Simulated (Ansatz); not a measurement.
## Bulk modulus of some bcc solids

Method: B3LYP (VWN-RPA form) (Ansatz, a quantum-chemistry and plane-wave program, PAW). References are measured values corrected to a static lattice. The table is a random draw of 6 from 10 solids with such references.

Values in GPa.

| solid | reference | B3LYP (VWN-RPA form) | error (%) |
|---|---|---|---|
| bcc K | 3.75 | 3.32 | -11.5 |
| bcc Cs | 2.11 (2.11–2.35) | 1.77 | -16.1 |
| bcc Na | 7.9 | 7.45 | -5.7 |
| bcc Fe | 174 | 149 | -14.4 |
| bcc Nb | 173 | 158 | -8.7 |
| bcc V | 161 | ? | ? |

Q: Estimate the withheld B3LYP (VWN-RPA form) value.

A: The errors of the other rows run from -16.1 % to -5.7 %, with a median of -11.5 %; carried to the reference 161 it gives 142 GPa. The run gives 202 GPa (+25 %), +42 % from the estimate, outside the range of the other rows; the row was drawn at random, and such an estimate is rough. Over these 6 solids the mean error is -5.1 %, the mean absolute error 13.6 % (median 12.9 %), and the worst case bcc V at +25 %; the value is too low in 5 of 6 cases. Over all 10, from unrounded values, the mean error is -3.0 % and the mean absolute error 8.7 % (median 7.2 %).

All these references are brought to a static lattice.

Spin–orbit coupling is left out, also for the solids with elements from indium on (bcc Cs); its size isn't shown.

Exact exchange on metals is sensitive to the k mesh.

Brackets give the range of the sources taken for a reference, where it is wide; it can hold other temperatures.

Differences are worked out from the printed values.

Each level is taken at its own relaxed cell. Ansatz's density-functional and Hartree–Fock values are scalar-relativistic unless marked +SOC, with PAW data made under PBE.

Ansatz's runs of these crystals have no spin polarisation, but for bcc Fe. Meta-GGAs and exact exchange favour moments, which can bear on bcc Fe, bcc V.

Density-functional runs with spin start from parallel moments for bcc Fe.

Not in this set, of the bcc solids with a reference value in our tables and a result at some level: 2 for sources at odds; 1 for no value at B3LYP (VWN-RPA form) (not run, a failed fit, an unstable or unbound cell, or a value held back for tests). These can be a level's best or worst cases. Solids without a released value at any level aren't counted. Layered and molecular crystals are counted apart. The metals Ce to Yb are counted apart.

References as tabulated in Levämäki et al. (2014), arXiv:1402.3671; Mejia-Rodriguez and Trickey (2018), arXiv:1807.09216.
